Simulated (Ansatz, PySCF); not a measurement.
System: C3H3, net charge 0, doublet state. It need not be the lowest isomer of its formula. 
Structure (B3LYP-D3(BJ)/def2-TZVP (Ansatz, an electronic-structure program) minimum search):
SMILES: [CH]1C=C1
```xyz
6

C      0.0018     0.0071     0.8842
C      0.0467    -0.6576    -0.4096
C      0.0561     0.6501    -0.4202
H     -0.7909     0.0189     1.6308
H      0.0705    -1.5781    -0.9660
H      0.0930     1.5610    -0.9914
```
Charge 0, spin multiplicity 2.

Quantity: atomisation energy (electronic, to ground-state atoms), in kJ/mol. Correlated levels leave the core frozen unless marked. Open shells are spin-unrestricted. No spin-orbit coupling. No relativistic terms. The coupled-cluster limit lacks core correlation, which all-electron functionals hold. CBS(X,Y): correlation extrapolated as X^-3; Hartree-Fock from the larger set. [CCSD(T)-MP2]/basis is that difference in the basis named.

| level | program | atomisation energy (kJ/mol) | minus last row |
|---|---|---|---|
| BLYP-D4/def2-TZVPD | Ansatz + dftd4 | 2417.2 | 24.5 |
| BP86-D3(BJ)/def2-TZVPD | PySCF + dftd3 | 2517.4 | 124.7 |
| TPSS/def2-TZVPD | PySCF | 2440.4 | 47.7 |
| B2GP-PLYP/def2-TZVPD | Ansatz | 2376.3 | -16.4 |
| B2PLYP-D4/def2-TZVPD | Ansatz + dftd4 | 2389.4 | -3.3 |
| RI-MP2/CBS(aug-cc-pVTZ,aug-cc-pVQZ) | Ansatz | 2453.0 | 60.3 |
| RI-MP2/CBS(cc-pVTZ,cc-pVQZ)+[CCSD(T)-MP2]/cc-pVTZ | Ansatz | 2392.7 | 0.0 |
